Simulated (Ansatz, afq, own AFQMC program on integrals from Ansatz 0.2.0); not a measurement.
# SiH3⁻, singlet in 6-31++G** along one coordinate

```
atom    x (Å)    y (Å)    z (Å)
  Si   0.0000   0.0000  -0.0804
   H   1.3052  -0.0002   0.7466
   H  -0.6524   1.1304   0.7466
   H  -0.6528  -1.1302   0.7466
```

The Si1–H2 distance is changed with both sides rigid. Energies in kJ/mol count from this geometry (1.545 Å) at the same level; the start stands on RHF, each point on the determinant named.

Basis 6-31++G**. Noble-gas cores (and the filled d shells of Ga–Kr and In–Xe) are frozen. Integrals, coupled cluster, full CI and functionals: Ansatz 0.2.0; the random walks run on the same integrals in our own AFQMC program. ph-AFQMC/CISD is guided by a CISD state made of CCSD amplitudes; releasing the constraint for a short imaginary time cuts its bias at the price of noise, slowly where states lie close. Error bars are statistical, one sigma.

Cautions, each for one point or more: higher spins were not checked; raised T1 diagnostic; restricted determinant unstable towards unrestricted; strong correlation; the ph-AFQMC/CISD walk drifts between its halves.

| r(Si1–H2) / Å | det. | T1 | weight | CCSD(T) | ph-AFQMC/CISD | released AFQMC | CCSDT(Q) | B2PLYP | HF |
| --- | --- | --- | --- | --- | --- | --- | --- | --- | --- |
| 1.373 | RHF | 0.012 | 0.92 | 23.6 | 24.6 ± 0.8 | – | 23.6 | 24.2 | 24.5 |
| 1.685 | RHF | 0.013 | 0.91 | 11.1 | 10.3 ± 1.0 | 10.6 ± 0.9 | 11.0 | 10.6 | 11.5 |
| 2.178 | RHF | 0.021 | 0.89 | 105.2 | 106.6 ± 1.1 | – | 104.6 | 106.0 | 112.1 |
| 4.137 | RHF¶ | 0.099 | 0.74 | 282.1 | 285.6 ± 1.7 | 284.7 ± 2.2* | 281.3 | 286.8§ | 302.9 |

Weight is that of the determinant in the CISD state; at the start T1 is 0.012 and the weight 0.92. ¶ marks points with a poor determinant and no full CI, where no value is sure; they don't count among the departures. An asterisk marks released energies that aren't shown to be converged. A dash marks a missing value, a released energy that hasn't settled or a functional that sits on another state. § marks a functional whose ⟨S²⟩ is too high by over 0.1. Largest departures from CCSDT(Q), at the points where its series has closed: CCSD(T) 0.6 kJ/mol at 2.178 (on RHF), ph-AFQMC/CISD 2.0 kJ/mol at 2.178 (on RHF) (within the noise), B2PLYP 1.4 kJ/mol at 2.178, HF 7.5 kJ/mol at 2.178 (on RHF). Functionals count only at points shown to share the start's state and spin. In this small basis the wave-function levels are far from their limit, so their gap to the functionals isn't the functionals' error.

Some points may be missing: those where a free walk finds a much lower state, and past Zn most of those on another determinant than at the start.

CCSDT and higher add their correlation energy to the determinant of the CCSD(T) run, since their own runs factorise the integrals more tightly (a shift of under 2 meV). A walk keeps the symmetry of its determinant, which the program's search chose and which needn't be the lowest solution, so a lower state of the same spin and another symmetry isn't excluded.
